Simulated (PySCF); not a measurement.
Point groups of optimised structures. Theory: PBE0-D3(BJ)/def2-SVP geometry optimisation, gas phase (PySCF). The symmetry is that of the one conformer found, every atom within 0.08 Å of its image; none is proved a minimum here.

(1) Point group, rotor type and polarity of `[CrH]` [sextet]?

(2) `[F:1][N:2]([F:3])[F:4]`: symmetry, top, dipole?

(3) What symmetry has `[CH3:1][PH:2][CH3:3]` with H–C1–P2–C3 -47° (nearest H), H–C3–P2–C1 49° (nearest H)?

(4) WOF3 (`[O]=[W]([F])([F])[F]`) [radical]: symmetry, top, dipole?

Results:

(1) C∞v; linear; symmetry number 1; dipole 3.32 D, along the axis.

(2) C3v; oblate symmetric top; symmetry number 3; 6 operations, which sort the 4 atoms into 2 sets; dipole 0.06 D; A, B, C = 10968, 10954, 5985 MHz; heavy atoms equivalent by symmetry: F1/F3/F4.

(3) Cs; asymmetric top; symmetry number 1; 2 operations, which sort the 10 atoms into 6 sets; dipole 1.30 D, in the bc plane, which is the mirror; A, B, C = 15954, 6955, 5368 MHz.

(4) Cs; asymmetric top; symmetry number 1; 2 operations, which sort the 5 atoms into 4 sets; dipole 0.61 D.
